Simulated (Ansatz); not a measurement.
Start from `Clc1ccsc1` and change one element to get `Fc1ccsc1`.

Ansatz, PBE0-D4/def2-TZVP geometries, multiplicity 1. 

| property | `Clc1ccsc1` |
| --- | --- |
| zero-point energy (PBE0-D4/def2-TZVP) / kJ/mol | 151.8 |
| HOMO–LUMO gap (B3LYP/def2-TZVPP) / eV | 5.82 |
| LUMO energy (PBE0/def2-TZVPP) / eV | -0.70 |
| HOMO energy (ωB97M-V/def2-TZVPP) / eV | -9.00 |
| LUMO energy (B3LYP/def2-TZVPP) / eV | -0.89 |
| HOMO–LUMO gap (ωB97M-V/def2-TZVPP) / eV | 10.36 |

(1) Give the same properties after the change, and the shifts. (Estimate.)

## Answers

(1) Ansatz gave: 
```tsv
property	`Fc1ccsc1`	shift
zero-point energy (PBE0-D4/def2-TZVP) / kJ/mol	155.4	3.6
HOMO–LUMO gap (B3LYP/def2-TZVPP) / eV	5.97	0.15
LUMO energy (PBE0/def2-TZVPP) / eV	-0.58	0.12
HOMO energy (ωB97M-V/def2-TZVPP) / eV	-9.08	-0.08
LUMO energy (B3LYP/def2-TZVPP) / eV	-0.78	0.11
HOMO–LUMO gap (ωB97M-V/def2-TZVPP) / eV	10.56	0.20
```

B3LYP here is the variant with VWN-RPA as its local correlation; programs differ in this.
